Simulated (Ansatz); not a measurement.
A made-up structure of CH₃AlB, doublet:

```csv
atom,x (Å),y (Å),z (Å)
B1,-0.6198,-0.5430,-0.3389
C2,0.1523,0.5468,0.2149
Al3,1.2680,-1.3593,-0.0927
H4,-0.4853,0.9407,0.9644
H5,1.2146,0.5957,0.5159
H6,-0.2924,1.5258,0.4065
```

It is relaxed with PBE-D4/def2-SVP and then PBE0-D4/def2-TZVP (Ansatz 0.2.0). Atoms count as bonded within 1.22 times the sum of their covalent radii (H–H: 0.88 Å). The end point is not checked to be a true minimum.

Task: Does its bonding change? (A judgement: the text doesn't fix the answer.)

Result: Computed: Yes. Formed: none; broken: C2–Al3, H4–H6.

Where it ends: The first stage lowers the energy by 3.65 eV in 12 steps. It ends as CH₃AlB ([CH3][B][Al]):
```csv
atom,x (Å),y (Å),z (Å)
B1,0.3108,-0.5153,-0.0301
C2,0.0010,0.8859,0.4992
Al3,0.9819,-2.4350,-0.7335
H4,-0.5931,0.9006,1.4190
H5,0.9859,1.3117,0.7539
H6,-0.4490,1.5587,-0.2385
```

Labels in which every atom is bracketed show which atoms are joined, not bond orders.

For scale, one of the runs: PBE0-D4/def2-TZVP relaxation, 117 basis functions, launched by `ansatz run in.yaml --threads 2 --pin off --events-out ev --progress --plain --max-ram 4352MiB`. Hardware: 2 CPU threads of an Arm Neoverse V2, shared host. Wall time about 49 s.
